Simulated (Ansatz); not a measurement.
in.yaml

```yaml
crystal:
  periodic: [false, false, false]
  atoms:
    - {symbol: Cl, position_ang: [0.000000, -0.840515, 2.118041]}
    - {symbol: Ga, position_ang: [0.000000, 0.691492, 0.592878]}
    - {symbol: Ga, position_ang: [0.000000, -0.296113, -1.683627]}
    - {symbol: H, position_ang: [0.000000, 2.214155, 0.951803]}
basis:
  gaussian: {orbitals: cc-pVDZ}
magnetization: {spin_polarized: true, initial_magnetization: 0}
hamiltonian: {xc: {name: PBE}}
correlation: {method: ccsd_t, electrons: outside_noble_gas, diis_vectors: 4}
```

```sh
$ ansatz run in.yaml --threads 1 --pin off --events-out ev --progress --plain --max-ram 2393MiB
```

Output:

```
884 factors; integrals over basis functions are off by at most 8.0e-4 eV
mean field evaluation 1: about -117271.6546 eV, gradient 1.4e1 eV
mean field evaluation 2: about -117271.6540 eV, gradient 1.4e1 eV
mean field evaluation 4: about -117272.6854 eV, gradient 5.2e0 eV
mean field evaluation 8: about -117272.9181 eV, gradient 1.1e-1 eV
mean field evaluation 16: about -117272.9181 eV, gradient 6.1e-6 eV
mean field evaluation 32: about -117272.8966 eV, gradient 8.1e-1 eV
mean field evaluation 64: about -117272.1323 eV, gradient 9.6e-2 eV
mean field evaluation 96: about -117272.9181 eV, gradient 6.1e-6 eV
mean field -117272.91814678 eV, -4309.7002514551 hartree, gradient 6.1e-6 eV, S^2 0.000000; 9 other end points of the search recorded, 0 dependent functions left out
33 core orbitals not correlated: weight in the atoms' cores, before any rotation towards them, 0.988 or more for the frozen orbitals, at most 0.016 for the correlated occupied ones
reference -117185.94859879 eV, -4306.5041795165 hartree; 7, 7 occupied and 37, 37 virtual orbitals, 884 factors
second order -6.61084415 eV of doubles, -0.40908737 eV of singles
cycle   1  -7.52606269 eV  change   -5.2e-1 eV  update   8.6e-2
cycle   2  -7.75314872 eV  change   -2.3e-1 eV  update   3.8e-2
cycle   3  -7.85574671 eV  change   -1.0e-1 eV  update   1.8e-2
cycle   4  -7.85926174 eV  change   -3.5e-3 eV  update   6.8e-3
cycle   5  -7.85998764 eV  change   -7.3e-4 eV  update   3.0e-3
cycle   6  -7.85935172 eV  change    6.4e-4 eV  update   1.5e-3
cycle   7  -7.85974319 eV  change   -3.9e-4 eV  update   7.6e-4
cycle   8  -7.85984782 eV  change   -1.0e-4 eV  update   3.1e-4
cycle   9  -7.86009455 eV  change   -2.5e-4 eV  update   1.5e-4
cycle  10  -7.86018583 eV  change   -9.1e-5 eV  update   8.9e-5
cycle  11  -7.86021434 eV  change   -2.9e-5 eV  update   4.0e-5
cycle  12  -7.86021711 eV  change   -2.8e-6 eV  update   2.4e-5
cycle  13  -7.86021724 eV  change   -1.3e-7 eV  update   1.4e-5
perturbative correction -0.18945529 eV, -0.0069623536 hartree
Total energy: -117193.99827132 eV, -4306.7999995260 hartree
```

Ran on 1 thread of Arm Neoverse V2, shared host: 17 s wall, 0.35 GiB peak host memory.
